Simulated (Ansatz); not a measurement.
`OCC#CF`, charge 0, multiplicity 1.

Q: Give a relaxed structure at PBE0-D4/def2-TZVP (Ansatz 0.2.0). (Estimate.)

A: Ansatz gave: 
Cartesian coordinates in Å:
```
O 1.553 0.701 0.308
C 0.754 -0.428 0.034
C -0.679 -0.143 0.038
C -1.845 0.119 0.021
F -3.088 0.392 0.012
H 1.297 1.402 -0.298
H 1.023 -0.885 -0.928
H 0.985 -1.159 0.813
```
